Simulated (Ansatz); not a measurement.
**H₂O⁻, doublet along the angle H2-O1-H3**

Starting geometry (PBE0/def2-TZVPD stationary point for this spin, not checked as a minimum):

| atom | x (Å) | y (Å) | z (Å) |
| --- | --- | --- | --- |
| O | 0.0000 | -0.0691 | 0.0000 |
| H | 0.0000 | 0.5483 | 0.7576 |
| H | 0.0000 | 0.5483 | -0.7576 |

From there the angle named below is changed in its plane at fixed bond lengths, both arms turning rigidly about the middle atom; atoms are numbered as listed. Energies are in kJ/mol, counted from the starting geometry at the same level.

Basis aug-cc-pVDZ; Ansatz 0.2.0. Only valence electrons are correlated (noble-gas cores frozen). Prefix R: restricted or restricted open-shell reference; prefix U: unrestricted. Active spaces: valence = (9e, 6o) chosen from the atoms' valence shells. This anion state lies near or above the neutral species, so the extra electron is weakly bound or unbound and the energies hang on the diffuse functions.

Runs in a small pair space aren't shown, since their orbitals change along the scan.

Full CI isn't at hand for all of this; UCCSDT(Q) serves as the reference, and is uncertain by about the last step of the cluster series. The frozen core follows each run's orbitals, which can shift R against U totals by a few meV.

```
angle H2-O1-H3 (°)  UCCSDT(Q)  error UMP2  error UCCSD  error RCCSD(T)  error UCCSD(T)  error UCCSDT  error CASSCF (valence space)
              71.4       67.7        -1.7          1.2             0.1             0.1           0.1                           5.4
              90.6        8.3        -0.4          0.3             0.0             0.0           0.0                           0.4
             101.6        0.0         0.0          0.0             0.0             0.0           0.0                           0.0
             101.9        0.0         0.0          0.0             0.0             0.0           0.0                           0.0
             118.5       15.7         0.0         -0.1             0.0             0.0           0.0                           2.5
             137.1       60.2        -0.7          0.2             0.0             0.0          -0.1                           7.7
             156.2      113.8        -1.9          0.7             0.0             0.0          -0.1                          13.3
             180.0      146.7        -2.9          1.0             0.0             0.0          -0.1                          16.4
```

Errors are those of relative energies. In total energy the starting point itself misses UCCSDT(Q) by: UMP2 39.2, UCCSD 18.6, RCCSD(T) 2.3, UCCSD(T) 2.3, UCCSDT 1.5, CASSCF (valence space) 591.7 kJ/mol.

Spread of the error over the points with a reference, to 180.0 ° (largest less smallest): UCCSD(T) 0.1, RCCSD(T) 0.1, UCCSDT 0.2, UCCSD 1.3, UMP2 2.9, CASSCF (valence space) 16.4 kJ/mol.
